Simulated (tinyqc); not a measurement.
Inside a calculation (part 2 of 2). Method: ROHF in the sto-6g basis, for LiH+, spin multiplicity 2. Computed by tinyqc, a small Python program that keeps every step (integrals from PySCF). Command: `OMP_NUM_THREADS=1 python tinyqc.py 27438 27439 out.jsonl` (the two numbers bound the seeds that draw the settings). One thread of a shared host (Intel(R) Xeon(R) Processor @ 2.60GHz), about 0.1 s of CPU time with the checks.

Geometry (angstrom):
```
atom       x       y       z
Li    0.0000  0.0000  0.0000
H     0.0000  0.0000  1.5200
```

## Iteration 3: diagonalisation and new density

extrapolated F (hartree), lower triangle:
```
          1Li 1s   1Li 2s  1Li 2px  1Li 2py  1Li 2pz    2H 1s
1Li 1s   -2.7693
1Li 2s   -0.7032  -0.3705
1Li 2px   0.0000   0.0000  -0.1001
1Li 2py   0.0000   0.0000   0.0000  -0.1001
1Li 2pz  -0.0011  -0.0495   0.0000   0.0000  -0.1774
2H 1s    -0.2448  -0.2995   0.0000   0.0000  -0.3233  -0.4921
```

X, lower triangle:
```
          1Li 1s   1Li 2s  1Li 2px  1Li 2py  1Li 2pz   2H 1s
1Li 1s    1.0219
1Li 2s   -0.1231   1.1224
1Li 2px   0.0000   0.0000   1.0000
1Li 2py   0.0000   0.0000   0.0000   1.0000
1Li 2pz  -0.0012   0.1264   0.0000   0.0000   1.1585
2H 1s    -0.0020  -0.3022   0.0000   0.0000  -0.3798  1.2587
```

Diagonalise F' = X^T F X, C = X C', fill 2 alpha and 1 beta electrons from the bottom; D(s) = C_occ C_occ^T. Each column has its largest component positive (the first on a tie).

F' = X^T F X (hartree), lower triangle:
```
         1        2        3        4        5        6
1  -2.7197
2  -0.3521  -0.1666
3   0.0000   0.0000  -0.1001
4   0.0000   0.0000   0.0000  -0.1001
5   0.0056   0.0677   0.0000   0.0000  -0.0163
6  -0.0604  -0.1822   0.0000   0.0000  -0.2528  -0.3132
```

orbital energies (hartree): MO1 -2.7703, MO2 -0.4953, MO3 -0.1489, MO4 -0.1001, MO5 -0.1001, MO6 0.1987

coefficients C:
```
            MO1      MO2      MO3     MO4      MO5      MO6
1Li 1s   0.9949  -0.1140  -0.2186  0.0000   0.0000  -0.0941
1Li 2s   0.0205   0.1533   0.9012  0.0000   0.0000   0.7390
1Li 2px  0.0000   0.0000   0.0000  0.6754   0.7374   0.0000
1Li 2py  0.0000   0.0000   0.0000  0.7374  -0.6754   0.0000
1Li 2pz  0.0005   0.1873  -0.4922  0.0000   0.0000   1.1069
2H 1s    0.0008   0.8268  -0.1237  0.0000   0.0000  -1.0588
```

D(alpha) after iteration 3, lower triangle:
```
          1Li 1s  1Li 2s  1Li 2px  1Li 2py  1Li 2pz   2H 1s
1Li 1s    1.0028
1Li 2s    0.0029  0.0239
1Li 2px   0.0000  0.0000   0.0000
1Li 2py   0.0000  0.0000   0.0000   0.0000
1Li 2pz  -0.0209  0.0287   0.0000   0.0000   0.0351
2H 1s    -0.0935  0.1267   0.0000   0.0000   0.1548  0.6835
```

D(beta) after iteration 3, lower triangle:
```
         1Li 1s  1Li 2s  1Li 2px  1Li 2py  1Li 2pz   2H 1s
1Li 1s   0.9898
1Li 2s   0.0204  0.0004
1Li 2px  0.0000  0.0000   0.0000
1Li 2py  0.0000  0.0000   0.0000   0.0000
1Li 2pz  0.0005  0.0000   0.0000   0.0000   0.0000
2H 1s    0.0008  0.0000   0.0000   0.0000   0.0000  0.0000
```

Within a degenerate level the vectors are fixed only up to a rotation; this is one choice.

## Iteration 5 (converged): orbitals

converged F (hartree), lower triangle:
```
          1Li 1s   1Li 2s  1Li 2px  1Li 2py  1Li 2pz    2H 1s
1Li 1s   -2.7693
1Li 2s   -0.7032  -0.3705
1Li 2px   0.0000   0.0000  -0.1001
1Li 2py   0.0000   0.0000   0.0000  -0.1001
1Li 2pz  -0.0011  -0.0496   0.0000   0.0000  -0.1775
2H 1s    -0.2448  -0.2996   0.0000   0.0000  -0.3233  -0.4922
```

As before.

F' = X^T F X (hartree), lower triangle:
```
         1        2        3        4        5        6
1  -2.7197
2  -0.3521  -0.1666
3   0.0000   0.0000  -0.1001
4   0.0000   0.0000   0.0000  -0.1001
5   0.0056   0.0677   0.0000   0.0000  -0.0164
6  -0.0604  -0.1822   0.0000   0.0000  -0.2528  -0.3132
```

orbital energies (hartree): MO1 -2.7703, MO2 -0.4955, MO3 -0.1488, MO4 -0.1001, MO5 -0.1001, MO6 0.1987

coefficients C:
```
            MO1      MO2      MO3     MO4      MO5      MO6
1Li 1s   0.9949  -0.1140  -0.2186  0.0000   0.0000  -0.0941
1Li 2s   0.0205   0.1533   0.9012  0.0000   0.0000   0.7390
1Li 2px  0.0000   0.0000   0.0000  0.7180  -0.6960   0.0000
1Li 2py  0.0000   0.0000   0.0000  0.6960   0.7180   0.0000
1Li 2pz  0.0005   0.1873  -0.4922  0.0000   0.0000   1.1068
2H 1s    0.0008   0.8267  -0.1237  0.0000   0.0000  -1.0589
```

D(alpha) after iteration 5, lower triangle:
```
          1Li 1s  1Li 2s  1Li 2px  1Li 2py  1Li 2pz   2H 1s
1Li 1s    1.0028
1Li 2s    0.0029  0.0239
1Li 2px   0.0000  0.0000   0.0000
1Li 2py   0.0000  0.0000   0.0000   0.0000
1Li 2pz  -0.0209  0.0287   0.0000   0.0000   0.0351
2H 1s    -0.0935  0.1268   0.0000   0.0000   0.1549  0.6834
```

D(beta) after iteration 5, lower triangle:
```
         1Li 1s  1Li 2s  1Li 2px  1Li 2py  1Li 2pz   2H 1s
1Li 1s   0.9898
1Li 2s   0.0204  0.0004
1Li 2px  0.0000  0.0000   0.0000
1Li 2py  0.0000  0.0000   0.0000   0.0000
1Li 2pz  0.0005  0.0000   0.0000   0.0000   0.0000
2H 1s    0.0008  0.0000   0.0000   0.0000   0.0000  0.0000
```

Within a degenerate level the vectors are fixed only up to a rotation; this is one choice.

## Convergence

Stop when the energy changes by less than 1e-08 hartree and every element of the error matrix X^T (F D S - S D F) X is below 3e-05.

Course of the cycle:
```
iteration  E (hartree)     change  largest element of the error matrix
1            -7.681152          -                             2.13e-01
2            -7.698091  -1.69e-02                             2.76e-02
3            -7.698402  -3.11e-04                             3.14e-04
4            -7.698402  -2.77e-07                             2.80e-05
5            -7.698402  -2.19e-09                             4.81e-07
```

PySCF ROHF in the same basis = -7.698402 hartree

Converged in 5 iterations.

## Populations, bond orders and dipole

overlap S, lower triangle:
```
         1Li 1s  1Li 2s  1Li 2px  1Li 2py  1Li 2pz   2H 1s
1Li 1s   1.0000
1Li 2s   0.2357  1.0000
1Li 2px  0.0000  0.0000   1.0000
1Li 2py  0.0000  0.0000   0.0000   1.0000
1Li 2pz  0.0000  0.0000   0.0000   0.0000   1.0000
2H 1s    0.0812  0.4173   0.0000   0.0000   0.5254  1.0000
```

Mulliken: Z minus the diagonal of D S on the atom; Loewdin: the same with S^(1/2) D S^(1/2); Mayer order: 2 sum_s sum (D(s) S)_ij (D(s) S)_ji over the two atoms.

Charges (e):
```
atom  Mulliken  Loewdin  Mulliken spin
1Li     0.8102   0.7330         0.1900
2H      0.1898   0.2670         0.8100
```

Mayer bond orders:
```
pair   order
2-1   0.3078
```

dipole moment about the origin, x y z (debye): 0.0000  0.0000  0.3579
